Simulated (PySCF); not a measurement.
# Broadened absorption spectrum of 2,3-butanedione

Compound: 2,3-butanedione, C₄H₆O₂.
SMILES: `CC(=O)C(C)=O`

Computed with PySCF, TDDFT B3LYP/def2-SVPD, vertical, gas phase, core orbitals frozen in the response. Geometry: PBE0-D3(BJ)/def2-SVP, one conformer, isolated molecule. Torsions of this conformer, `[CH3:1][C:2](=[O:3])[C:4]([CH3:5])=[O:6]`: C1–C2–C4–C5 180°.

Each state is given a Gaussian of 0.4 eV full width at half maximum, with ε(max) = 2.175×10⁸ f / Δν̃ (Δν̃ the width in cm⁻¹). The cross-section is σ = 3.8235×10⁻²¹ ε cm², given in Mb (10⁻¹⁸ cm²). The width is an assumption, not a result. The curve ends short of the highest state used, and states not computed would add to its high-energy end.

E (eV), σ (Mb) and a bar:
```
     2.09       0.00 
     2.21       0.00 
     2.33       0.00 
     2.45       0.01 
     2.56       0.03 
     2.68       0.04 
     2.80       0.03 
     2.92       0.01 
     3.04       0.00 
     3.16       0.00 
     3.27       0.00 
     3.39       0.00 
     3.51       0.00 
     3.63       0.00 
     3.75       0.00 
     3.86       0.00 
     3.98       0.00 
     4.10       0.00 
     4.22       0.00 
     4.34       0.00 
     4.46       0.00 
     4.57       0.00 
     4.69       0.00 
     4.81       0.00 
     4.93       0.00 
     5.05       0.00 
     5.17       0.00 
     5.28       0.00 
     5.40       0.00 
     5.52       0.00 
     5.64       0.00 
     5.76       0.00 
     5.88       0.00 
     5.99       0.00 
     6.11       0.00 
     6.23       0.00 
     6.35       0.00 
     6.47       0.01 
     6.58       0.11 
     6.70       0.75 #
     6.82       3.26 ####
     6.94       8.95 ##########
     7.06      16.77 ###################
     7.18      25.91 ##############################
```

Task: Locate the maxima and give the states behind the curve.

Result: 461 nm (2.69 eV), ε about 9.4, made up of S1 (100%) (ε in L mol⁻¹ cm⁻¹; maxima over ε = 5, shares over 10%). At its high-energy end, 7.18 eV, the curve is still rising (ε about 6800, from S7 and S8). The states used: S1 2.69 eV (f 0.0001); S2 4.52 eV (f 0.0000); S3 6.07 eV (f 0.0000); S4 6.43 eV (f 0.0000); S5 6.82 eV (f 0.0000); S6 7.09 eV (f 0.0000); S7 7.11 eV (f 0.054); S8 7.44 eV (f 0.168); S9 7.70 eV (f 0.0004); S10 7.78 eV (f 0.0000).

Task: What would ε be at 2.69 eV, the highest of these maxima, with half the width (0.2 eV)?

Result: About 18.9 L mol⁻¹ cm⁻¹ against 9.44, a factor of about 2.00; a lone state at its own centre would give exactly 2.

Task: Coming from long wavelengths, where does ε first pass 100 L mol⁻¹ cm⁻¹?

Result: At about 186 nm (6.66 eV), 3.97 eV above S1.

Task: On this curve, what absorbance would a 10⁻³ mol/L sample give at 450 nm over a 1 cm path?

Result: 450 nm is 2.755 eV, where ε is about 8.8 L mol⁻¹ cm⁻¹, so A = ε c l ≈ 0.0088 (Beer–Lambert, with the gas-phase spectrum and the assumed width).

The vertical ionisation energy (ΔSCF) is 9.44 eV, 1.66 eV above S10.

The run took 64 s on an x86-64 server with one thread, no GPU, shared host.
